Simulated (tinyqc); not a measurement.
Worked calculation (part 1 of 2): RHF in the sto-3g basis, for LiH, spin multiplicity 1. Computed by tinyqc, a small Python program that keeps every step (integrals from PySCF). Settings: charge = 0, multiplicity = 1, basis = sto-3g, energy threshold = 1e-10, iteration cap = 86, orthogonalisation = canonical, start = atomic densities, DIIS depth = 6, method = RHF. Command: `OMP_NUM_THREADS=1 python tinyqc.py 25554 25555 out.jsonl` (the two numbers bound the seeds that draw the settings). One thread of a shared host (Intel(R) Xeon(R) Processor @ 2.60GHz), about 0.07 s of CPU time with the checks. Later iterations appear only in the table of the cycle.

## One-electron integrals

Geometry (angstrom):
```
atom         x         y         z
Li    0.000000  0.000000  0.000000
H     0.000000  0.000000  2.007000
```

Basis sto-3g: exponents (1/bohr^2) and contraction coefficients of normalised primitives:
```
element  l (shell)   exponent  coefficient
Li           s (1)  16.119575     0.154329
Li           s (1)   2.936201     0.535328
Li           s (1)   0.794651     0.444635
Li           s (2)   0.636290    -0.099967
Li           s (2)   0.147860     0.399513
Li           s (2)   0.048089     0.700115
Li           p (3)   0.636290     0.155916
Li           p (3)   0.147860     0.607684
Li           p (3)   0.048089     0.391957
H            s (1)   3.425251     0.154329
H            s (1)   0.623914     0.535328
H            s (1)   0.168855     0.444635
```

Overlap, kinetic and nuclear-attraction integrals over the contracted functions; the nuclear repulsion is the sum of Za Zb / Rab.

nuclear repulsion = 0.79099733 hartree

overlap S:
```
           1Li 1s    1Li 2s   1Li 2px   1Li 2py   1Li 2pz     2H 1s
1Li 1s   1.000000  0.241137  0.000000  0.000000  0.000000  0.027228
1Li 2s   0.241137  1.000000  0.000000  0.000000  0.000000  0.297107
1Li 2px  0.000000  0.000000  1.000000  0.000000  0.000000  0.000000
1Li 2py  0.000000  0.000000  0.000000  1.000000  0.000000  0.000000
1Li 2pz  0.000000  0.000000  0.000000  0.000000  1.000000  0.420001
2H 1s    0.027228  0.297107  0.000000  0.000000  0.420001  1.000000
```

kinetic energy T (hartree):
```
            1Li 1s     1Li 2s   1Li 2px   1Li 2py   1Li 2pz      2H 1s
1Li 1s    3.576786  -0.020237  0.000000  0.000000  0.000000  -0.009093
1Li 2s   -0.020237   0.102163  0.000000  0.000000  0.000000   0.019213
1Li 2px   0.000000   0.000000  0.319682  0.000000  0.000000   0.000000
1Li 2py   0.000000   0.000000  0.000000  0.319682  0.000000   0.000000
1Li 2pz   0.000000   0.000000  0.000000  0.000000  0.319682   0.071976
2H 1s    -0.009093   0.019213  0.000000  0.000000  0.071976   0.760032
```

nuclear attraction V (hartree):
```
            1Li 1s     1Li 2s    1Li 2px    1Li 2py    1Li 2pz      2H 1s
1Li 1s   -8.246547  -1.027923   0.000000   0.000000  -0.010236  -0.112721
1Li 2s   -1.027923  -1.455932   0.000000   0.000000  -0.098575  -0.490421
1Li 2px   0.000000   0.000000  -1.420790   0.000000   0.000000   0.000000
1Li 2py   0.000000   0.000000   0.000000  -1.420790   0.000000   0.000000
1Li 2pz  -0.010236  -0.098575   0.000000   0.000000  -1.497458  -0.701066
2H 1s    -0.112721  -0.490421   0.000000   0.000000  -0.701066  -2.017325
```

core Hamiltonian H = T + V (hartree):
```
            1Li 1s     1Li 2s    1Li 2px    1Li 2py    1Li 2pz      2H 1s
1Li 1s   -4.669761  -1.048160   0.000000   0.000000  -0.010236  -0.121815
1Li 2s   -1.048160  -1.353769   0.000000   0.000000  -0.098575  -0.471208
1Li 2px   0.000000   0.000000  -1.101109   0.000000   0.000000   0.000000
1Li 2py   0.000000   0.000000   0.000000  -1.101109   0.000000   0.000000
1Li 2pz  -0.010236  -0.098575   0.000000   0.000000  -1.177776  -0.629089
2H 1s    -0.121815  -0.471208   0.000000   0.000000  -0.629089  -1.257293
```

## Two-electron integrals

Functions are numbered as in S; the eight-fold symmetry (ij|kl) = (ji|kl) = (kl|ij) leaves the list below.

Two-electron integrals (ij|kl) in chemists' order, unique and non-zero (hartree):
```
(11|11) 1.680395   (21|11) 0.265420   (21|21) 0.049941   (22|11) 0.397727
(22|21) 0.092860   (22|22) 0.290562   (31|31) 0.008981   (32|31) 0.013788
(32|32) 0.064184   (33|11) 0.396640   (33|21) 0.092880   (33|22) 0.290497
(33|33) 0.312946   (41|41) 0.008981   (42|41) 0.013788   (42|42) 0.064184
(43|43) 0.016869   (44|11) 0.396640   (44|21) 0.092880   (44|22) 0.290497
(44|33) 0.279207   (44|44) 0.312946   (51|51) 0.008981   (52|51) 0.013788
(52|52) 0.064184   (53|53) 0.016869   (54|54) 0.016869   (55|11) 0.396640
(55|21) 0.092880   (55|22) 0.290497   (55|33) 0.279207   (55|44) 0.279207
(55|55) 0.312946   (61|11) 0.028742   (61|21) 0.005454   (61|22) 0.010399
(61|33) 0.010277   (61|44) 0.010277   (61|51) 0.000684   (61|52) 0.001333
(61|55) 0.010649   (61|61) 0.000657   (62|11) 0.096061   (62|21) 0.022835
(62|22) 0.079410   (62|33) 0.074911   (62|44) 0.074911   (62|51) 0.003589
(62|52) 0.024731   (62|55) 0.088335   (62|61) 0.003016   (62|62) 0.040575
(63|31) 0.001498   (63|32) 0.007748   (63|53) 0.003461   (63|63) 0.002356
(64|41) 0.001498   (64|42) 0.007748   (64|54) 0.003461   (64|64) 0.002356
(65|11) 0.127992   (65|21) 0.030653   (65|22) 0.109854   (65|33) 0.102289
(65|44) 0.102289   (65|51) 0.005523   (65|52) 0.038094   (65|55) 0.124878
(65|61) 0.004155   (65|62) 0.060571   (65|65) 0.091146   (66|11) 0.263510
(66|21) 0.063481   (66|22) 0.243974   (66|33) 0.222939   (66|44) 0.222939
(66|51) 0.010103   (66|52) 0.090129   (66|55) 0.285938   (66|61) 0.008541
(66|62) 0.161518   (66|65) 0.248520   (66|66) 0.774606
```

## Orthogonalisation

S = U s U^T; canonical form X = U s^(-1/2), so that X^T S X = 1. Each column of U has its largest component positive (the first on a tie).

eigenvalues of S: 0.471340  0.803271  1.000000  1.000000  1.181247  1.544141

X:
```
                 1          2         3          4          5         6
1Li 1s    0.256320   0.771618  0.000000   0.000000   0.604395  0.195915
1Li 2s   -0.673841  -0.603957  0.000000   0.000000   0.476830  0.381215
1Li 2px   0.000000   0.000000  0.738622  -0.674120   0.000000  0.000000
1Li 2py   0.000000   0.000000  0.674120   0.738622   0.000000  0.000000
1Li 2pz  -0.787290   0.483237  0.000000   0.000000  -0.462647  0.416166
2H 1s     0.990971  -0.226348  0.000000   0.000000  -0.199651  0.539173
```

Within a degenerate level the vectors are fixed only up to a rotation; this is one choice.

## Starting guess

The start is atomic minimal-basis densities projected into this basis (PySCF's MINAO start) and scaled to the electron count of each spin; this density is not idempotent, so its energy is not variational and may lie below the converged one.

D at the start:
```
            1Li 1s     1Li 2s   1Li 2px   1Li 2py    1Li 2pz      2H 1s
1Li 1s    2.074999  -0.223823  0.000000  0.000000   0.005248  -0.019121
1Li 2s   -0.223823   1.018829  0.000000  0.000000  -0.004602   0.096401
1Li 2px   0.000000   0.000000  0.000000  0.000000   0.000000   0.000000
1Li 2py   0.000000   0.000000  0.000000  0.000000   0.000000   0.000000
1Li 2pz   0.005248  -0.004602  0.000000  0.000000   0.003547   0.055785
2H 1s    -0.019121   0.096401  0.000000  0.000000   0.055785   0.907468
```

## Iteration 1: building the Fock matrix

J_ij = sum D_kl (ij|kl), K_ij = sum D_kl (ik|jl); F = H + J - 0.5 K; E = tr D H + tr D J / 2 - 0.25 tr D K + E_nn.

Coulomb J (hartree):
```
           1Li 1s    1Li 2s   1Li 2px   1Li 2py   1Li 2pz     2H 1s
1Li 1s   4.045455  0.688550  0.000000  0.000000  0.010417  0.076596
1Li 2s   0.688550  1.329345  0.000000  0.000000  0.090311  0.431170
1Li 2px  0.000000  0.000000  1.306178  0.000000  0.000000  0.000000
1Li 2py  0.000000  0.000000  0.000000  1.306178  0.000000  0.000000
1Li 2pz  0.010417  0.090311  0.000000  0.000000  1.368562  0.611146
2H 1s    0.076596  0.431170  0.000000  0.000000  0.611146  1.528695
```

exchange K (hartree):
```
           1Li 1s    1Li 2s   1Li 2px   1Li 2py   1Li 2pz     2H 1s
1Li 1s   3.419543  0.549480  0.000000  0.000000  0.006933  0.070625
1Li 2s   0.549480  0.412338  0.000000  0.000000  0.073266  0.265606
1Li 2px  0.000000  0.000000  0.081877  0.000000  0.000000  0.000000
1Li 2py  0.000000  0.000000  0.000000  0.081877  0.000000  0.000000
1Li 2pz  0.006933  0.073266  0.000000  0.000000  0.182745  0.286274
2H 1s    0.070625  0.265606  0.000000  0.000000  0.286274  0.802634
```

Fock matrix F (hartree):
```
            1Li 1s     1Li 2s   1Li 2px   1Li 2py    1Li 2pz      2H 1s
1Li 1s   -2.334077  -0.634350  0.000000  0.000000  -0.003286  -0.080532
1Li 2s   -0.634350  -0.230592  0.000000  0.000000  -0.044897  -0.172841
1Li 2px   0.000000   0.000000  0.164131  0.000000   0.000000   0.000000
1Li 2py   0.000000   0.000000  0.000000  0.164131   0.000000   0.000000
1Li 2pz  -0.003286  -0.044897  0.000000  0.000000   0.099414  -0.161081
2H 1s    -0.080532  -0.172841  0.000000  0.000000  -0.161081  -0.129915
```

total energy of this density = -7.63903674 hartree

This density is the starting one; it is not idempotent, so its energy is not variational and may lie below the converged one.

## Iteration 1: diagonalisation and new density

Diagonalise F' = X^T F X, C = X C', fill 2 alpha and 2 beta electrons from the bottom; D = 2 C_occ C_occ^T. Each column has its largest component positive (the first on a tie).

F' = X^T F X (hartree):
```
           1          2         3         4          5          6
1   0.290071  -0.226936  0.000000  0.000000  -0.140463  -0.139298
2  -0.226936  -0.826134  0.000000  0.000000  -1.054823  -0.359327
3   0.000000   0.000000  0.164131  0.000000   0.000000   0.000000
4   0.000000   0.000000  0.000000  0.164131   0.000000   0.000000
5  -0.140463  -1.054823  0.000000  0.000000  -1.210351  -0.531196
6  -0.139298  -0.359327  0.000000  0.000000  -0.531196  -0.413536
```

orbital energies (hartree): MO1 -2.336479, MO2 -0.214133, MO3 0.036520, MO4 0.164131, MO5 0.164131, MO6 0.354141

coefficients C:
```
               MO1        MO2        MO3        MO4       MO5        MO6
1Li 1s    0.991367  -0.154123  -0.221705   0.000000  0.000000  -0.095151
1Li 2s    0.033759   0.474653   0.867063   0.000000  0.000000   0.461827
1Li 2px   0.000000   0.000000   0.000000  -0.167541  0.985865   0.000000
1Li 2py   0.000000   0.000000   0.000000   0.985865  0.167541   0.000000
1Li 2pz   0.002385   0.216505  -0.446053   0.000000  0.000000   0.997364
2H 1s    -0.001263   0.661753  -0.375550   0.000000  0.000000  -0.885928
```

D after iteration 1:
```
            1Li 1s     1Li 2s   1Li 2px   1Li 2py    1Li 2pz      2H 1s
1Li 1s    2.013125  -0.079375  0.000000  0.000000  -0.062008  -0.206488
1Li 2s   -0.079375   0.452870  0.000000  0.000000   0.205690   0.628121
1Li 2px   0.000000   0.000000  0.000000  0.000000   0.000000   0.000000
1Li 2py   0.000000   0.000000  0.000000  0.000000   0.000000   0.000000
1Li 2pz  -0.062008   0.205690  0.000000  0.000000   0.093760   0.286540
2H 1s    -0.206488   0.628121  0.000000  0.000000   0.286540   0.875837
```

Within a degenerate level the vectors are fixed only up to a rotation; this is one choice.

## Iteration 2: building the Fock matrix

As before.

Coulomb J (hartree):
```
           1Li 1s    1Li 2s   1Li 2px   1Li 2py   1Li 2pz     2H 1s
1Li 1s   3.970965  0.676758  0.000000  0.000000  0.020798  0.076545
1Li 2s   0.676758  1.316856  0.000000  0.000000  0.155982  0.469633
1Li 2px  0.000000  0.000000  1.285216  0.000000  0.000000  0.000000
1Li 2py  0.000000  0.000000  0.000000  1.285216  0.000000  0.000000
1Li 2pz  0.020798  0.155982  0.000000  0.000000  1.373212  0.673514
2H 1s    0.076545  0.469633  0.000000  0.000000  0.673514  1.713752
```

exchange K (hartree):
```
            1Li 1s    1Li 2s   1Li 2px   1Li 2py    1Li 2pz     2H 1s
1Li 1s    3.360119  0.546103  0.000000  0.000000  -0.001417  0.058513
1Li 2s    0.546103  0.363440  0.000000  0.000000   0.233083  0.423221
1Li 2px   0.000000  0.000000  0.059702  0.000000   0.000000  0.000000
1Li 2py   0.000000  0.000000  0.000000  0.059702   0.000000  0.000000
1Li 2pz  -0.001417  0.233083  0.000000  0.000000   0.271269  0.466323
2H 1s     0.058513  0.423221  0.000000  0.000000   0.466323  1.072397
```

Fock matrix F (hartree):
```
            1Li 1s     1Li 2s   1Li 2px   1Li 2py    1Li 2pz      2H 1s
1Li 1s   -2.378855  -0.644453  0.000000  0.000000   0.011270  -0.074526
1Li 2s   -0.644453  -0.218633  0.000000  0.000000  -0.059135  -0.213185
1Li 2px   0.000000   0.000000  0.154256  0.000000   0.000000   0.000000
1Li 2py   0.000000   0.000000  0.000000  0.154256   0.000000   0.000000
1Li 2pz   0.011270  -0.059135  0.000000  0.000000   0.059802  -0.188737
2H 1s    -0.074526  -0.213185  0.000000  0.000000  -0.188737  -0.079739
```

total energy of this density = -7.81967618 hartree

## Iteration 2: DIIS over 2 matrices

error matrix X^T (FDS - SDF) X:
```
           1          2         3         4          5          6
1   0.000000  -0.047350  0.000000  0.000000  -0.021901   0.093268
2   0.047350   0.000000  0.000000  0.000000   0.020077  -0.019305
3   0.000000   0.000000  0.000000  0.000000   0.000000   0.000000
4   0.000000   0.000000  0.000000  0.000000   0.000000   0.000000
5   0.021901  -0.020077  0.000000  0.000000   0.000000  -0.004507
6  -0.093268   0.019305  0.000000  0.000000   0.004507   0.000000
```

B (overlaps of the stored error matrices):
```
               1              2
1  4.3329304e-02  1.4570776e-02
2  1.4570776e-02  2.4433443e-02
```

Minimise |sum c_i e_i|^2 with sum c_i = 1: solve [B -1; -1 0][c; lambda] = [0; -1] with B_ij = tr e_i^T e_j, and take F = sum c_i F_i.

DIIS coefficients: 0.255369  0.744631

extrapolated F (hartree):
```
            1Li 1s     1Li 2s   1Li 2px   1Li 2py    1Li 2pz      2H 1s
1Li 1s   -2.367420  -0.641873  0.000000  0.000000   0.007553  -0.076060
1Li 2s   -0.641873  -0.221687  0.000000  0.000000  -0.055499  -0.202882
1Li 2px   0.000000   0.000000  0.156778  0.000000   0.000000   0.000000
1Li 2py   0.000000   0.000000  0.000000  0.156778   0.000000   0.000000
1Li 2pz   0.007553  -0.055499  0.000000  0.000000   0.069918  -0.181674
2H 1s    -0.076060  -0.202882  0.000000  0.000000  -0.181674  -0.092552
```

## Iteration 2: diagonalisation and new density

As before.

F' = X^T F X (hartree):
```
           1          2         3         4          5          6
1   0.371834  -0.225793  0.000000  0.000000  -0.179832  -0.106435
2  -0.225793  -0.831699  0.000000  0.000000  -1.072636  -0.362402
3   0.000000   0.000000  0.156778  0.000000   0.000000   0.000000
4   0.000000   0.000000  0.000000  0.156778   0.000000   0.000000
5  -0.179832  -1.072636  0.000000  0.000000  -1.230214  -0.530101
6  -0.106435  -0.362402  0.000000  0.000000  -0.530101  -0.431136
```

orbital energies (hartree): MO1 -2.369748, MO2 -0.227931, MO3 0.060470, MO4 0.156778, MO5 0.156778, MO6 0.415994

coefficients C:
```
               MO1        MO2        MO3       MO4        MO5        MO6
1Li 1s    0.991628  -0.158973  -0.207943  0.000000   0.000000   0.113716
1Li 2s    0.032835   0.511393   0.791517  0.000000   0.000000  -0.549924
1Li 2px   0.000000   0.000000   0.000000  0.148004   0.988987   0.000000
1Li 2py   0.000000   0.000000   0.000000  0.988987  -0.148004   0.000000
1Li 2pz  -0.001803   0.272979  -0.584078  0.000000   0.000000  -0.908246
2H 1s    -0.001558   0.601842  -0.246374  0.000000   0.000000   0.970004
```

D after iteration 2:
```
            1Li 1s     1Li 2s   1Li 2px   1Li 2py    1Li 2pz      2H 1s
1Li 1s    2.017196  -0.097476  0.000000  0.000000  -0.090369  -0.194444
1Li 2s   -0.097476   0.525202  0.000000  0.000000   0.279081   0.615454
1Li 2px   0.000000   0.000000  0.000000  0.000000   0.000000   0.000000
1Li 2py   0.000000   0.000000  0.000000  0.000000   0.000000   0.000000
1Li 2pz  -0.090369   0.279081  0.000000  0.000000   0.149042   0.328587
2H 1s    -0.194444   0.615454  0.000000  0.000000   0.328587   0.724433
```

Within a degenerate level the vectors are fixed only up to a rotation; this is one choice.

## Iteration 3: building the Fock matrix

As before.

Coulomb J (hartree):
```
           1Li 1s    1Li 2s   1Li 2px   1Li 2py   1Li 2pz     2H 1s
1Li 1s   3.988018  0.680401  0.000000  0.000000  0.021173  0.076958
1Li 2s   0.680401  1.322728  0.000000  0.000000  0.153584  0.462935
1Li 2px  0.000000  0.000000  1.293114  0.000000  0.000000  0.000000
1Li 2py  0.000000  0.000000  0.000000  1.293114  0.000000  0.000000
1Li 2pz  0.021173  0.153584  0.000000  0.000000  1.375005  0.661657
2H 1s    0.076958  0.462935  0.000000  0.000000  0.661657  1.658372
```

exchange K (hartree):
```
            1Li 1s    1Li 2s   1Li 2px   1Li 2py    1Li 2pz     2H 1s
1Li 1s    3.361972  0.547111  0.000000  0.000000  -0.003897  0.059259
1Li 2s    0.547111  0.379321  0.000000  0.000000   0.250941  0.418540
1Li 2px   0.000000  0.000000  0.064589  0.000000   0.000000  0.000000
1Li 2py   0.000000  0.000000  0.000000  0.064589   0.000000  0.000000
1Li 2pz  -0.003897  0.250941  0.000000  0.000000   0.288619  0.460241
2H 1s     0.059259  0.418540  0.000000  0.000000   0.460241  0.988654
```

Fock matrix F (hartree):
```
            1Li 1s     1Li 2s   1Li 2px   1Li 2py    1Li 2pz      2H 1s
1Li 1s   -2.362729  -0.641314  0.000000  0.000000   0.012885  -0.074486
1Li 2s   -0.641314  -0.220702  0.000000  0.000000  -0.070462  -0.217543
1Li 2px   0.000000   0.000000  0.159711  0.000000   0.000000   0.000000
1Li 2py   0.000000   0.000000  0.000000  0.159711   0.000000   0.000000
1Li 2pz   0.012885  -0.070462  0.000000  0.000000   0.052920  -0.197553
2H 1s    -0.074486  -0.217543  0.000000  0.000000  -0.197553  -0.093248
```

total energy of this density = -7.82850936 hartree

## Iteration 3: DIIS over 3 matrices

error matrix X^T (FDS - SDF) X:
```
           1          2         3         4          5          6
1   0.000000  -0.013576  0.000000  0.000000  -0.006316   0.024623
2   0.013576   0.000000  0.000000  0.000000   0.012478  -0.013869
3   0.000000   0.000000  0.000000  0.000000   0.000000   0.000000
4   0.000000   0.000000  0.000000  0.000000   0.000000   0.000000
5   0.006316  -0.012478  0.000000  0.000000   0.000000   0.005395
6  -0.024623   0.013869  0.000000  0.000000  -0.005395   0.000000
```

B (overlaps of the stored error matrices):
```
               1              2              3
1  4.3329304e-02  1.4570776e-02  5.7830792e-03
2  1.4570776e-02  2.4433443e-02  7.1433801e-03
3  5.7830792e-03  7.1433801e-03  2.4153639e-03
```

As before.

DIIS coefficients: -0.055977  -0.358283  1.414260

extrapolated F (hartree):
```
            1Li 1s     1Li 2s   1Li 2px   1Li 2py    1Li 2pz      2H 1s
1Li 1s   -2.358555  -0.640579  0.000000  0.000000   0.014369  -0.074133
1Li 2s   -0.640579  -0.220889  0.000000  0.000000  -0.075951  -0.221606
1Li 2px   0.000000   0.000000  0.161417  0.000000   0.000000   0.000000
1Li 2py   0.000000   0.000000  0.000000  0.161417   0.000000   0.000000
1Li 2pz   0.014369  -0.075951  0.000000  0.000000   0.047851  -0.202753
2H 1s    -0.074133  -0.221606  0.000000  0.000000  -0.202753  -0.096035
```
